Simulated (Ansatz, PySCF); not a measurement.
Molecule: thiophene, C4H4S, net charge 0, singlet state. SMILES: c1ccsc1
Geometry: optimised at B3LYP-D3(BJ)/def2-TZVP (Ansatz, an electronic-structure program).

Harmonic wavenumbers (cm⁻¹) at HF/6-31G* (Ansatz, at its own minimum) and at B3LYP-D3(BJ)/def2-TZVP (PySCF, at the structure above). 6-31G* holds six Cartesian d functions. Modes are numbered in rising order, 21 in all, and paired by that order; shown are modes over 250 cm⁻¹ that lie over 6 % from every other mode at both levels, one of each degenerate set, at most eight drawn at random. The second level is harmonic too, so this factor is not the one that brings values to measured fundamentals.

```tsv
mode	HF/6-31G* (x)	B3LYP-D3(BJ)/def2-TZVP (y)
1	483	465
2	617	582
3	657	621
17	1740	1549
```

Fit one scale factor, y = λ·x, by least squares, and use it for mode 14, which lies at 1413 cm⁻¹ at HF/6-31G*.

λ = Σxy/Σx² = 3686946/4073227 = 0.9052; the rows scatter about it by 26 cm⁻¹ (root mean square). Prediction for mode 14: 1279 cm⁻¹. The wavenumber at B3LYP-D3(BJ)/def2-TZVP is 1283 cm⁻¹, so the fit misses by -4 cm⁻¹, against +130 cm⁻¹ without it. The fit is meant for this molecule alone.
